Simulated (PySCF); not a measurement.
## Ionisation energy of Si by level of theory

Si [Ne] 3s2 3p2 (3P) → Si⁺ [Ne] 3s2 3p1 (2P), as a difference of total energies. Computed with PySCF 2.14 in x2c-QZVPPall (9s6p4d2f1g, 70 functions), with the spin-free X2C one-electron Hamiltonian (Gaussian nucleus). Correlated levels: valence: [Ne] frozen; valence and next inner shell: 1s2 frozen. The calculations carry no spin-orbit coupling.

```csv
method,ionisation energy (eV)
UHF,7.626
LDA,8.222
PBE,8.185
PBE0,8.207
r2SCAN,8.308
MN15,8.099
BP86,8.242
HSE06,8.195
M06-L,8.048
ROHF,7.641
MP2 (valence),8.062
SCS-MP2 (valence),7.974
MP2 (valence and next inner shell),8.054
SCS-MP2 (valence and next inner shell),7.968
```

Task: How much does correlation contribute at MP2 (valence and next inner shell)?

Result: 8.054 − (7.626) = 0.428 eV, measured against UHF.

Errors of the correlated levels include the incompleteness of this basis and the frozen core.

For comparison: 8.157 eV (measured; NIST levels, between the centres of gravity of the two terms).
